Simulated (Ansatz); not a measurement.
Ansatz (an electronic-structure program) input:

Ansatz 0.2 input:
```yaml
crystal:
  periodic: [false, false, false]
  atoms:
    - {symbol: Na, position_ang: [-0.00000000, -0.00000000, -1.43481058]}
    - {symbol: Cl, position_ang: [0.00000000, 0.00000000, 0.92840684]}
basis:
  gaussian:
    orbitals: def2-TZVPD
hamiltonian:
  xc: {name: PBE0}
magnetization: {spin_polarized: true, initial_magnetization: 2}
```

Question: What final total energy does it print?

Answer: -622.15480 Eh (PBE0/def2-TZVPD). The basis has 81 functions.

This state (charge 0, triplet) is run at the relaxed geometry of the species with charge 0 and multiplicity 1, and is a spin state other than that species' own.
